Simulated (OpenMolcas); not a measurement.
## Predicting a hybrid from its neighbours: AlSiNH8

The species is AlSiNH8 (11 atoms), meant as a singlet with charge 0. As SMILES, `[AlH3-][NH2+][SiH3]`. The shape is that of a PBE0-D4/def2-TZVP optimisation.

The HOMO–LUMO gap y, in eV, basis def2-SVP; a is the functional's share of exact exchange. Programs: OpenMolcas 26.06.

| functional | program | a | y (eV) |
| --- | --- | --- | --- |
| PBE | OpenMolcas | 0 | 4.96 |
| TPSS | OpenMolcas | 0 | 5.48 |
| B3LYP | OpenMolcas | 0.2 | ? |
| PBE0 | OpenMolcas | 0.25 | 7.08 |
| BHLYP | OpenMolcas | 0.5 | 9.15 |

Task: Fit y = c + s·a to the known rows and predict B3LYP.

Result: 
1. Means of the 4 rows: a = 0.1875, y = 6.668.
2. Σ(Δa)² = 0.17188, Σ(Δa·Δy) = 1.3444, so the slope is 1.3444/0.17188 = 7.8217.
3. Intercept: 6.668 − (7.8217) × 0.1875 = 5.201. The largest residual of the fit is 0.28.
4. B3LYP: 5.201 + (7.8217) × 0.2 = 6.77 eV.

The run gave 6.65 eV, so the prediction is off by +0.12 eV, within the largest residual. Exact exchange lowers occupied levels and raises empty ones. The rows mix families of semi-local functionals, which the line can't see.
